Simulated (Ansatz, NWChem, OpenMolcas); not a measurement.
## C2H5N (aziridine): the atomisation enthalpy at 298 K, rung by rung

C2H5N: 8 atoms, total charge 0, spin state singlet. SMILES: `C1CN1`. The coordinates come from a PBE0-D4/def2-TZVP relaxation.

```xyz
8

C    -0.4420    0.3729   -0.5266
C     0.7018    0.0413    0.3427
N    -0.6464   -0.3792    0.7058
H    -0.5239   -0.1462   -1.4763
H    -0.8504    1.3774   -0.5215
H     1.1307    0.8030    0.9843
H     1.4061   -0.7057   -0.0095
H    -0.7760   -1.3633    0.5010
```

Quantity: the atomisation enthalpy at 298 K, in kJ/mol. The values are calculated. The thermal term (zero-point and 298 K enthalpy, harmonic and unscaled) is that of PBE0-D4/def2-TZVP; the spin-orbit lowering of the free atoms at 298 K, 0.0 kJ/mol by their spectra, is taken off.

```json
{"level": "HF/def2-SVPD", "kind": "Hartree–Fock", "program": "OpenMolcas", "value (kJ/mol)": "2018"}
{"level": "BLYP/def2-SVPD", "kind": "GGA", "program": "OpenMolcas", "value (kJ/mol)": "?"}
{"level": "PBE/def2-SVPD", "kind": "GGA", "program": "OpenMolcas", "value (kJ/mol)": "?"}
{"level": "revPBE/def2-SVPD", "kind": "GGA", "program": "NWChem", "value (kJ/mol)": "2885"}
{"level": "M06-L/def2-SVPD", "kind": "meta-GGA", "program": "NWChem", "value (kJ/mol)": "2919"}
{"level": "TPSS/def2-SVPD", "kind": "meta-GGA", "program": "NWChem", "value (kJ/mol)": "2933"}
{"level": "B3LYP/def2-SVPD", "kind": "global hybrid", "program": "NWChem", "value (kJ/mol)": "2899"}
{"level": "M06-2X/def2-SVPD", "kind": "hybrid meta-GGA", "program": "OpenMolcas", "value (kJ/mol)": "2903"}
```

Q: Estimate what the levels marked ? give.

A: As computed at these levels: BLYP/def2-SVPD: 2893 kJ/mol; PBE/def2-SVPD: 2990 kJ/mol. Measured: 2870 kJ/mol (CRC Handbook of Chemistry and Physics). Nearest: revPBE/def2-SVPD (+15 kJ/mol); farthest: HF/def2-SVPD (-852 kJ/mol). Computed less measured by kind, in kJ/mol (def2-SVPD rows): Hartree–Fock -852; GGA +15 to +120; meta-GGA +49 to +63; global hybrid +29 to +33.
